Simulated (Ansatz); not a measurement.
System: chalcopyrite ZnGeP₂. Method: PBEsol in Ansatz (PAW).

Settings: plane-wave cutoff 520 eV, 10×10×10 k mesh, Fermi–Dirac smearing 0.01 eV, scalar-relativistic PAW data made under PBE.

Computed at the level's own relaxed cell.

Problem. Give the computed bulk modulus, volume per atom, smallest direct gap on the k points sampled, pressure derivative B′ of the bulk modulus and lattice parameter a.

Solution. 
- bulk modulus = 83.3 GPa
- volume per atom = 19.69 Å³/atom
- smallest direct gap on the k points sampled = 1.24 eV
- pressure derivative B′ of the bulk modulus = 4.6
- lattice parameter a = 5.425 Å

Measured, for comparison: bulk modulus 79 GPa (room temperature, not corrected to a static lattice; as tabulated in Isothermal phase behavior of Ag3SbS3, ZnGeP2, and ZnS (abstract)); lattice constant a 5.463 Å (temperature not stated, not corrected to a static lattice; as tabulated in Rashkeev et al. (1999), arXiv:cond-mat/9809378). Computed (rounded) less measured: bulk modulus +5 %, lattice constant a -0.7 %. A static lattice is as a rule a little smaller and stiffer than an uncorrected measurement, which narrows the difference in the bulk modulus, lattice constant a and would widen misses of the other sign.

Note: the bulk modulus comes from volumes at which shape and atoms were relaxed.

Spin–orbit coupling is not included.

The computed numbers hold no vibrational or temperature effects.

Ansatz is a first-principles code.
